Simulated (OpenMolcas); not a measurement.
# quartet [CF2]+: levels of theory compared

Aim: a comparison of 3 runs (UB3LYP/6-31G*, UB3LYP/cc-pVTZ, USVWN5/cc-pVTZ) of quartet [CF2]+. 

The results are computed with OpenMolcas 26.06.

1 further run of the same task is left out (set aside as unsound or not needed).

### 1 The molecule

[CF2]+ has 3 atoms, charge +1, and is taken as a quartet. SMILES of the parent species: `F[C+]F`. Geometry: relaxed at PBE0-D4/def2-TZVP. That shape belongs to the parent species and isn't relaxed for this state.

Bond lengths: F1–C2 1.214 Å, C2–F3 1.214 Å. Angles: F1–C2–F3 124.6°.

### 2 The energy at UB3LYP/6-31G(d) (Cartesian functions) (run 1)

struct.xyz

```xyz
3

F      0.379110     0.972980     0.316190
C      0.275710    -0.221360     0.127270
F     -0.654830    -0.751620    -0.443470
```

run.input

```
* CF2 Kohn-Sham DFT

&GATEWAY
  BasLib=$CurrDir
  Coord=struct.xyz
  Basis=6-31Gs
  Group=NoSym

&SEWARD
  GridInput
  Grid=UltraFine
  End of Grid

&SCF
  UHF
  Charge=1
  Spin=4
  KSDFT=B3LYP
  Thresholds=1e-10 1e-07 1e-07 1e-05
  PrOrbitals=1 1
```

The basis set 6-31G* is read from a file made from the Basis Set Exchange's data (not shown).

On the command line:

```console
export MOLCAS_MEM=1860
pymolcas run.input > run.log
```

The program printed:

```text
--- Start Module: gateway ---
[...]
--- Stop Module: gateway /rc=_RC_ALL_IS_WELL_ ---
--- Start Module: seward ---
[...]
      Basis functions           45
--- Stop Module: seward /rc=_RC_ALL_IS_WELL_ ---
[...]
--- Start Module: scf ---
[...]
       Convergence after  18 Iterations
[...]
::    Total KS-DFT energy                            -236.9799065012
[...]
      Total spin, S                                     1.5015064479
[...]
      Total electronic charge=   23.000000
      Total            charge=    1.000000
[...]
      Dipole Moment (debye):
      Origin of the operator (angstrom)=   -0.0386    0.0310   -0.0178
                   X=  3.7860E-02               Y= -3.0382E-02               Z=  1.7478E-02           Total=  5.1593E-02
      Center of Charge (angstrom)
[...]
--- Stop Module: scf /rc=_RC_ALL_IS_WELL_ ---
[...]
```

Run time: 14 s. Hardware: 1 thread of Intel Xeon Platinum 8259CL at 2.50GHz (Skylake/Cascade Lake), shared host; peak memory 0.38 GiB.

### 3 The energy at UB3LYP/cc-pVTZ (run 2)

mol.xyz

```xyz
3

F      0.379110     0.972980     0.316190
C      0.275710    -0.221360     0.127270
F     -0.654830    -0.751620    -0.443470
```

calc.input

```
* CF2 Kohn-Sham DFT
>>> EXPORT MOLCAS_PRINT=2

&GATEWAY
 BasLib=$CurrDir
 Coord=mol.xyz
 Basis=cc-pVTZ
 Group=NoSym

&SEWARD
 GridInput
 Grid=UltraFine
 End of Grid

&SCF
 UHF
 Charge=1
 Spin=4
 KSDFT=B3LYP
 Thresholds=1e-10 1e-07 1e-07 1e-05
 PrOrbitals=1 1
```

The basis set cc-pVTZ is read from a file made from the Basis Set Exchange's data (not shown).

On the command line:

```console
export MOLCAS_MEM=1860
pymolcas calc.input > calc.log
```

The program printed:

```text
--- Start Module: gateway ---
[...]
--- Stop Module: gateway /rc=_RC_ALL_IS_WELL_ ---
--- Start Module: seward ---
[...]
      Basis functions           90
--- Stop Module: seward /rc=_RC_ALL_IS_WELL_ ---
[...]
--- Start Module: scf ---
[...]
       Convergence after  18 Iterations
[...]
::    Total KS-DFT energy                            -237.0745084677
[...]
      Total spin, S                                     1.5017871147
[...]
      Total electronic charge=   23.000000
      Total            charge=    1.000000
[...]
      Dipole Moment (debye):
      Origin of the operator (angstrom)=   -0.0386    0.0310   -0.0178
                   X=  4.7846E-02               Y= -3.8399E-02               Z=  2.2088E-02           Total=  6.5204E-02
      Center of Charge (angstrom)
[...]
--- Stop Module: scf /rc=_RC_ALL_IS_WELL_ ---
[...]
```

Run time: 34 s. Hardware: 1 thread of Intel Xeon Platinum 8259CL at 2.50GHz (Skylake/Cascade Lake), shared host; peak memory 0.49 GiB.

### 4 The energy at USVWN5/cc-pVTZ (run 3)

test.inp

```
&GATEWAY
 BasLib
 $CurrDir
 Coord
 3
 angstrom
 F        0.379110       0.972980       0.316190
 C        0.275710      -0.221360       0.127270
 F       -0.654830      -0.751620      -0.443470
 Basis
 cc-pVTZ
 Group
 NoSym

&SEWARD
 GridInput
 Grid=UltraFine
 End of Grid

&SCF
 UHF
 Charge
 1
 Spin
 4
 KSDFT
 SVWN5
 Thresholds
 1e-10 1e-07 1e-07 1e-05
 PrOrbitals
 1 1
```

The basis set cc-pVTZ is read from a file made from the Basis Set Exchange's data (not shown).

On the command line:

```console
export MOLCAS_MEM=1860
pymolcas test.inp > test.log
```

The program printed:

```text
--- Start Module: gateway ---
[...]
--- Stop Module: gateway /rc=_RC_ALL_IS_WELL_ ---
--- Start Module: seward ---
[...]
      Basis functions           90
--- Stop Module: seward /rc=_RC_ALL_IS_WELL_ ---
[...]
--- Start Module: scf ---
[...]
       Convergence after  24 Iterations
[...]
::    Total KS-DFT energy                            -235.4703409452
[...]
      Total spin, S                                     1.5006128901
[...]
      Total electronic charge=   23.000000
      Total            charge=    1.000000
[...]
      Dipole Moment (debye):
      Origin of the operator (angstrom)=   -0.0386    0.0310   -0.0178
                   X= -9.7091E-03               Y=  7.8002E-03               Z= -4.4813E-03           Total=  1.3236E-02
      Center of Charge (angstrom)
[...]
--- Stop Module: scf /rc=_RC_ALL_IS_WELL_ ---
[...]
```

Wall time 29 s (1 thread of Intel Xeon Platinum 8259CL at 2.50GHz (Skylake/Cascade Lake), shared host); peak memory 0.49 GiB.

### 5 Overview of the runs

```tsv
run	level	Cartesian functions	energy (Eh)	HOMO energy (eV)	⟨S²⟩	wall time
1	UB3LYP/6-31G* (Cartesian functions)	yes	-236.979907	-14.19	3.756	14 s
2	UB3LYP/cc-pVTZ	no	-237.074508	-14.30	3.757	34 s
3	USVWN5/cc-pVTZ	no	-235.470341	-12.79	3.752	29 s
```

### 6 Results

| quantity | value |
| --- | --- |
| run 3: total energy | -235.47034 Eh |
| run 3: HOMO energy (highest over α and β) | -12.79 eV |
| run 3: ⟨S²⟩ | 3.752 |

Totals of different functionals can't be ranked against each other. All runs together took 76 s, the longest 34 s.
